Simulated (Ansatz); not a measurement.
CaH: from a trial structure to a relaxed crystal

These are results of DFT PBE, scalar-relativistic, plane waves, PAW (Ansatz 0.2.0), not measurements. Cutoff 420 eV, Γ-centred k mesh, Gaussian smearing, no spin polarisation in the final step.

A relaxed cell is given with its space group left out.

```xyz
6
Lattice="6.5330 0.0000 0.0000 -3.2665 5.6578 0.0000 0.0000 0.0000 3.4098" Properties=species:S:1:pos:R:3 pbc="T T T"
Ca    3.2665    0.0000    0.0000
Ca    1.6333    2.8289    0.0000
Ca   -1.6333    2.8289    0.0000
H     0.0000    0.0000    0.0000
H     0.0000    3.7718    1.7049
H     3.2665    1.8859    1.7049
```

Energies over the elements count from the elements' standard structures at the same level (H₂ as a molecule), with no empirical corrections.

What space group does it have?

P6/mmm (No. 191). Conventional cell: a = 6.533 Å, c = 3.410 Å. Ca is coordinated by 4 H at 2.54 Å; H on Wyckoff site a (1 atom of the primitive cell) is coordinated by 6 Ca at 3.27 Å and 2 H at 3.41 Å; around H on Wyckoff site d (2 atoms of the primitive cell) lie 6 Ca at 2.54 Å.

What is its formation energy per atom?

0.27 eV/atom.

Is it a metal?

Yes, bands cross the Fermi level on the 6×6×12 mesh.

The final run used a 6×6×12 mesh on its 6-atom cell and 0.10 eV smearing. The k mesh leaves about 4 meV/atom of noise in metals. Weakly bound directions are ill-defined at this level, which has no dispersion term. The cell came from a trial start, so CaH may not exist in this structure.

Cost: 4 runs of about 0.97 core-minutes in all, on Arm Neoverse V2 (shared hosts).